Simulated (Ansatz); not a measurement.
Input file:

```yaml
crystal:
  periodic: [false, false, false]
  atoms:
    - {symbol: Si, position_ang: [0.000000, 0.000000, 0.000000]}
    - {symbol: Si, position_ang: [0.000000, 0.000000, 7.578000]}
basis:
  gaussian: {orbitals: def2-SVP}
magnetization: {spin_polarized: false, initial_magnetization: 2}
correlation: {active_space: {window: {electrons: 6, orbitals: 4}, fixed_orbitals: true}}
```

```sh
$ ansatz run in.yaml --threads 1 --pin off --events-out ev --progress --plain --max-ram 2393MiB
```

Output:

```
332 factors; integrals over basis functions are off by at most 1.2e-5 eV
mean field evaluation 1: about -15710.0760 eV, gradient 3.5e0 eV
mean field evaluation 2: about -15710.0760 eV, gradient 3.5e0 eV
mean field evaluation 4: about -15710.2480 eV, gradient 2.2e-1 eV
mean field evaluation 8: about -15710.2486 eV, gradient 1.6e-6 eV
mean field evaluation 16: about -15710.2493 eV, gradient 9.7e-4 eV
mean field evaluation 32: about -15710.2486 eV, gradient 5.9e-7 eV
mean field evaluation 64: about -15710.2191 eV, gradient 2.1e-4 eV
mean field evaluation 96: about -15710.2183 eV, gradient 1.3e-6 eV
mean field evaluation 128: about -15710.2486 eV, gradient 3.9e-4 eV
mean field evaluation 160: about -15710.2484 eV, gradient 5.6e-1 eV
mean field evaluation 192: about -15710.2436 eV, gradient 1.8e-1 eV
mean field evaluation 224: about -15712.9275 eV, gradient 2.1e-6 eV
mean field evaluation 256: about -15712.9221 eV, gradient 1.2e-1 eV
mean field evaluation 288: about -15712.9275 eV, gradient 1.1e-3 eV
mean field evaluation 320: about -15712.9222 eV, gradient 1.6e-2 eV
mean field evaluation 352: about -15709.6071 eV, gradient 7.0e-2 eV
mean field evaluation 384: about -15712.9317 eV, gradient 1.6e-3 eV
mean field evaluation 416: about -15712.9275 eV, gradient 1.7e-5 eV
mean field evaluation 448: about -15707.8501 eV, gradient 4.3e0 eV
mean field -15712.93170179 eV, -577.4395894333 hartree, gradient 2.7e-9 eV, S^2 2.000000; 38 other end points of the search recorded, 0 dependent functions left out
reference -15712.93170179 eV, -577.4395894333 hartree; 15, 13 occupied and 21, 23 virtual orbitals, 332 factors
state -15712.93170179 eV, -577.4395894333 hartree
Total energy: -15712.93170179 eV, -577.4395894333 hartree
```

Natural occupations: 2.0000 2.0000 1.0000 1.0000.

Ran on 1 thread of Arm Neoverse V1, shared host: 3.4 s wall, 0.24 GiB peak host memory.
